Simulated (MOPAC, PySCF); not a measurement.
C2H2, SMILES `C#C` (lower singlet), neutral singlet in the gas phase. This singlet lies 3.91 eV below the relaxed triplet at the level composite: frozen-core CCSD(T) with HF/cc-pVQZ and the correlation energy extrapolated as X^-3 from cc-pVTZ and cc-pVQZ, plus phaseless AFQMC minus CCSD(T) in cc-pVTZ // B3LYP-D3(BJ)/def2-TZVP (Ansatz).

Cartesian coordinates (Å):
SMILES: C#C
```xyz
4

C      0.5837     0.1264     0.2002
C     -0.5837    -0.1264     0.2727
H      1.6204     0.3510     0.1357
H     -1.6204    -0.3509     0.3371
```
Charge 0, spin multiplicity 1.

All levels are single points at this geometry (B3LYP-D3(BJ)/def2-TZVP); Pople sets use spherical d functions. Orbital energies aren't observables, and empty levels follow the basis.

B3LYP/6-31G* in PySCF gives HOMO (eV) = -7.70.

Q: Estimate the HOMO (eV) from each of these levels: B3LYP-D3(BJ)/def2-TZVP in PySCF; PBE-D3(BJ)/def2-TZVP in PySCF; B3LYP/3-21G in PySCF; B3LYP/6-311+G** in PySCF; PBE/6-31G* in PySCF; SVWN5/6-31G* in PySCF; HF/3-21G in PySCF; HF/6-31G* in PySCF; HF/STO-3G in PySCF; AM1 in MOPAC; PM3 in MOPAC; PM7 in MOPAC.

A: 
```csv
level,HOMO (eV)
B3LYP-D3(BJ)/def2-TZVP in PySCF,-8.18
PBE-D3(BJ)/def2-TZVP in PySCF,-7.17
B3LYP/3-21G in PySCF,-7.93
B3LYP/6-311+G** in PySCF,-8.21
PBE/6-31G* in PySCF,-6.69
SVWN5/6-31G* in PySCF,-6.83
HF/3-21G in PySCF,-11.15
HF/6-31G* in PySCF,-10.93
HF/STO-3G in PySCF,-9.56
AM1 in MOPAC,-11.49
PM3 in MOPAC,-11.55
PM7 in MOPAC,-11.65
```
